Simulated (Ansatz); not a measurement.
# BCl3 (singlet): from Hartree-Fock to the top rungs, cc-pVDZ

One table from this session's results is given with a row withheld; the runs are named, their logs left out.

Computed with Ansatz 0.2.0, Gaussian basis. Level: cc-pVDZ, core rule «outside noble gas», up to 16 orbitals frozen.

To be run: UHF; CCSD(T) on RHF; BCCD(T) on RHF; CISD; CCSDT(Q) on RHF; CASSCF and MRCISD+Q, 18 electrons in 13 orbitals; CASSCF and NEVPT2, 18 electrons in 13 orbitals.

3 further runs of the same task are left out: 3 set aside as unsound or not needed.

### The geometry

The geometry is a PBE0/def2-TZVP stationary point (not a proven minimum).

4 atoms, charge 0, spin multiplicity 1.

Atoms are counted from 1 here; the program's logs count them from 0.

Bond lengths: B1–Cl2 1.737 Å, B1–Cl3 1.737 Å, B1–Cl4 1.737 Å. Angles: Cl2–B1–Cl3 120.0°, Cl2–B1–Cl4 120.0°, Cl3–B1–Cl4 120.0°.

Set-up of the first run:

File in.yaml:

```yaml
crystal:
  periodic: [false, false, false]
  atoms:
    - {symbol: B, position_ang: [0.000000, 0.000000, 0.000000]}
    - {symbol: Cl, position_ang: [1.737304, 0.013098, -0.000100]}
    - {symbol: Cl, position_ang: [-0.879995, 1.497998, -0.002600]}
    - {symbol: Cl, position_ang: [-0.857309, -1.511096, 0.002700]}
basis:
  gaussian: {orbitals: cc-pVDZ}
magnetization: {spin_polarized: true, initial_magnetization: 0}
hamiltonian: {xc: hf}
output: {orbitals: {seedname: orbitals}}
```

Launch:

```console
> ansatz run in.yaml --threads 1 --pin off --events-out ev --progress --plain --max-ram 4096MiB --backend cpu
```

Among the steps run: UHF; CCSD(T) on RHF; BCCD(T) on RHF; CISD; CCSDT(Q) on RHF; CASSCF and MRCISD+Q, 18 electrons in 13 orbitals; CASSCF and NEVPT2, 18 electrons in 13 orbitals.

One of the session's tables, all rows but one given; the rest of the session is left out.

| method | from RCCSDT(Q) (kJ/mol) |
| --- | --- |
| RHF | +1403.8 |
| RMP2 | ? |
| CISD | +227.7 |
| RCCSD | +40.7 |
| RCCSD(T) | +4.8 |
| BCCD(T) | +4.4 |
| RCCSDT | +2.8 |
| RCCSDT(Q) | 0 |
| CASSCF valence | +1219.3 |
| NEVPT2 valence | +198.3 |
| MRCISD valence | +168.3 |
| MRCISD+Q valence | +21.6 |

Q: Estimate the row for RMP2 from the others.

As computed: from RCCSDT(Q) (kJ/mol): +129.4. In the column «from RCCSDT(Q) (kJ/mol)» it lies between RCCSD (+40.7) and MRCISD valence (+168.3).

With the free atoms at the same levels and basis (separate runs), the atomisation energy is 12.839 eV at RCCSDT(Q), 12.828 eV at RCCSD(T), 10.373 eV at RHF.
